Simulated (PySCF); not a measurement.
# Broadened absorption spectrum of tetrafluoroethylene

Compound: tetrafluoroethylene, C₂F₄.
Numbering: `[F:1][C:2]([F:3])=[C:4]([F:5])[F:6]`

Level of theory: TDDFT CAM-B3LYP/def2-SVPD, vertical, gas phase, core orbitals frozen in the response in PySCF 2.14.0, density-fitted response routines. Geometry: PBE0-D3(BJ)/def2-SVP; no solvent, vibrations or thermal averaging.

Each state is given a Gaussian of 0.5 eV full width at half maximum, with ε(max) = 2.175×10⁸ f / Δν̃ (Δν̃ the width in cm⁻¹). The cross-section is σ = 3.8235×10⁻²¹ ε cm², given in Mb (10⁻¹⁸ cm²). The width is an assumption, not a result. The curve ends short of the highest state used, and states not computed would add to its high-energy end.

| E (eV) | σ (Mb) |
| --- | --- |
| 5.93 | 0.01 |
| 6.02 | 0.03 |
| 6.12 | 0.10 |
| 6.21 | 0.27 |
| 6.30 | 0.63 |
| 6.40 | 1.29 |
| 6.49 | 2.06 |
| 6.58 | 2.74 |
| 6.68 | 3.05 |
| 6.77 | 2.77 |
| 6.87 | 2.02 |
| 6.96 | 1.26 |
| 7.05 | 0.66 |
| 7.15 | 0.26 |
| 7.24 | 0.09 |
| 7.33 | 0.03 |
| 7.43 | 0.03 |
| 7.52 | 0.11 |
| 7.62 | 0.53 |
| 7.71 | 1.87 |
| 7.80 | 5.54 |
| 7.90 | 14.96 |
| 7.99 | 30.27 |
| 8.08 | 51.17 |
| 8.18 | 74.28 |
| 8.27 | 85.93 |
| 8.36 | 83.06 |
| 8.46 | 64.79 |
| 8.55 | 42.86 |
| 8.65 | 21.93 |
| 8.74 | 9.93 |
| 8.83 | 3.76 |
| 8.93 | 1.03 |
| 9.02 | 0.27 |
| 9.11 | 0.06 |
| 9.21 | 0.01 |

Question: Locate the maxima and give the states behind the curve.

Answer: 186 nm (6.68 eV), ε about 800, made up of S1 (100%); 149 nm (8.30 eV), ε about 23000, made up of S4 (100%) (ε in L mol⁻¹ cm⁻¹; maxima over ε = 5, shares over 10%). The states used: S1 6.68 eV (f 0.015); S2 7.09 eV (f 0.0000); S3 7.96 eV (f 0.0000); S4 8.30 eV (f 0.420); S5 9.25 eV (f 0.0000); S6 9.81 eV (f 0.0000).

Question: Coming from long wavelengths, where does ε first pass 100 L mol⁻¹ cm⁻¹?

Answer: At about 198 nm (6.25 eV), 0.43 eV below S1.

Question: What would ε be at 8.30 eV, the highest of these maxima, with half the width (0.25 eV)?

Answer: About 45300 L mol⁻¹ cm⁻¹ against 22700, a factor of about 2.00; a lone state at its own centre would give exactly 2.

Question: Does any computed singlet lie in the visible range?

Answer: No computed singlet lies in the visible range (380 to 750 nm); the lowest, at 186 nm, stands 3.42 eV above its violet end (3.26 eV).
